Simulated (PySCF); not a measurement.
# MgCl₂: one-bond stretch

Method: BP86 in PySCF with Mg def2-TZVP, Cl def2-TZVP; no relativity; density-fitted integrals.

Rigid scan from the singlet minimum (Mg–Cl 2.186 Å (×2); Cl–Mg–Cl 180.0°). Coordinate: the bond from Mg to the last atom (Cl) scaled, the rest fixed. Energies in kJ/mol from the minimum.

```tsv
scale of one bond	E (kJ/mol)	dipole size (D)
0.92	23.2	0.66
0.96	5.1	0.34
1.00	0.0	0.00
1.05	6.1	0.43
1.12	29.0	1.04
1.20	65.6	1.73
1.35	142.0	2.96
1.55	233.5	–
1.80	317.4	–
2.20	392.9	–
```

Other isomers or separated fragments may lie lower.

The scan took 23 s on 2 threads of a shared Arm Neoverse V2 host; the process peaked at 0.83 GiB. Launch command: `OMP_NUM_THREADS=2 python axn.py task.json out`.
